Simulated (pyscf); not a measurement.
Optimised with ωB97X-D3(BJ)/def2-SVP in PySCF.

**Question.** For the elementary gas-phase step H₂N–B(NH₂)–Cl (SMILES NB(N)Cl) + HCl (SMILES Cl) → H₂N–B(Cl)–Cl (SMILES NB(Cl)Cl) + NH₃ (SMILES N) (singlet surface; B–N, Cl–H broken, B–Cl, H–N formed), what barrier and reaction energy does r²SCAN/def2-TZVP give, measured from the separated reactants?

**Answer.** ΔE‡ = 0.34 eV, ΔE = +0.08 eV. ωB97M-D3(BJ)/def2-TZVP gives 0.46 eV and +0.12 eV. Zero-point energy shifts the barrier by +0.11 eV. It is a four-centre exchange, with an imaginary mode of 427i cm⁻¹. On the reactant side the descent ends in a complex, 0.22 eV under the separated species and 0.66 eV under the saddle at ωB97X-D3(BJ)/def2-TZVP. On the product side the descent ends in an adduct with a B–N contact, 0.52 eV under the separated species and 0.89 eV under the saddle at ωB97X-D3(BJ)/def2-TZVP. What is counted as broken (B–N) persists as a longer contact in the product adduct; parting that adduct is a step of its own. This is the saddle that the search found; another between the same sides may lie lower.
